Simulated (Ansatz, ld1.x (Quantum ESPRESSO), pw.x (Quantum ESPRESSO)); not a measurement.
aluminium: one change to the RRKJ potential, in the atom and in the bcc crystal

ld1.x (Quantum ESPRESSO) 7.5 input, shortened:

```
&input
   title='Al', zed=13., rel=1, dft='PW', iswitch=3,
   config='[Ne] 3s2 3p0.75'
 /
 &inputp
   pseudotype=2, tm=.false., rho0=0.02, lloc=-1, rcloc=2.15,
   nlcc=.false.
 /
2
3S  1  0   2.00   0.00  1.85  1.85  0.0
3P  2  1   0.75   0.00  2.35  2.35  0.0
 &test
   configts(1)='3s2 3p0.75'
 /
```

Change: core correction a·sin(br)/r model core inside 1.74 bohr.

Cutoffs, loose and tight: the cutoffs (Ry, on a coarse ladder) from which the occupation-weighted sum of valence levels, in a spherical-Bessel basis at the reference potential, stays within 10 and 1 mRy of its value at 400 Ry. They do not see the model core or the augmentation charge, which bear on the density cutoff. Test errors are all-electron minus pseudo excitation energies from the reference, over the configurations 3s2 3p1; 3s2 3p0; 3s1 3p0; 3s0 3p3; 3s2 3p1.3; 3s1 3p2; 3s1 3p1 (two spin-polarised tests are not counted in the largest error); variants that change the core or the reference have their own tests.

Crystal test: bcc Al in pw.x 7.5, no spin, 14³ k-points, Fermi–Dirac smearing 0.01 Ry, cutoffs set for each file from its atomic test. The reference is all-electron LAPW (Ansatz 0.2.0) with the same functional, mesh and smearing; V0 and B0 come from Birch–Murnaghan fits to the pressures at five volumes. Errors are pseudo minus all-electron; Δ is the rms difference of the E(V) curves that follow from these fits, minima aligned, over ±6 % about the mean V0. Mesh and smearing are coarse, so the numbers serve the comparison and aren't converged zero-temperature values; the lattice is a test structure that the element need not adopt.

All-electron: a0 = 3.191 Å (V0 = 16.24 Å³/atom), B0 = 73.6 GPa.

Q: Does the change bring the crystal closer to the all-electron result?

A: The mean pressure error goes from +2.80 to +3.15 GPa, so the change moves the solid further from the all-electron pressures.

| quantity | base | changed |
| --- | --- | --- |
| outcome (atom) | generated | generated |
| cutoff, loose (atom) | 30 Ry | 30 Ry |
| cutoff, tight (atom) | 45 Ry | 45 Ry |
| bound ghosts (atom) | none | none |
| largest test error (meV) (atom) | +91 | +39 |
| cutoffs in pw.x (Ry) | 55/220 | 55/220 |
| a0 (Å) | 3.231 | 3.235 |
| a0 error (%) | +1.25 | +1.38 |
| B0 error (%) | -6.1 | -5.4 |
| Δ (meV/atom) | 9.6 | 10.6 |
| mean pressure error (GPa) | +2.80 | +3.15 |

Base: This is a poor potential for the solid. Changed file: This is a poor potential for the solid.
